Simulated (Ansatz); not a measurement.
The input, for Ansatz 0.2.0:

```yaml
crystal:
  periodic: [false, false, false]
  atoms:
    - {symbol: Si, position_ang: [0.000000, 0.000000, 0.000000]}
    - {symbol: As, position_ang: [0.000000, 0.000000, 2.453600]}
basis:
  gaussian: {orbitals: cc-pVDZ}
magnetization: {spin_polarized: true, initial_magnetization: 5}
hamiltonian: {xc: hf}
output: {orbitals: {seedname: orbitals}}
```

```sh
$ ansatz run in.yaml --threads 1 --pin off --events-out ev --progress --plain --max-ram 2393MiB
```

Roughly how long does this take on 1 thread of Arm Neoverse V1, shared host, and how much host memory?

0.75 s wall and 0.09 GiB.

```
514 factors; integrals over basis functions are off by at most 1.2e-3 eV
mean field evaluation 1: about -68653.8904 eV, gradient 5.8e0 eV
mean field evaluation 2: about -68653.8947 eV, gradient 5.8e0 eV
mean field evaluation 4: about -68654.3879 eV, gradient 1.1e0 eV
mean field evaluation 8: about -68654.4658 eV, gradient 9.5e-2 eV
mean field -68654.46657890 eV, -2523.0051111056 hartree, gradient 1.9e-5 eV, S^2 8.769458; 0 other end points of the search recorded, 0 dependent functions left out
reference -68654.46657890 eV, -2523.0051111056 hartree; 26, 21 occupied and 19, 24 virtual orbitals, 514 factors
Total energy: -68654.46657890 eV, -2523.0051111056 hartree
```
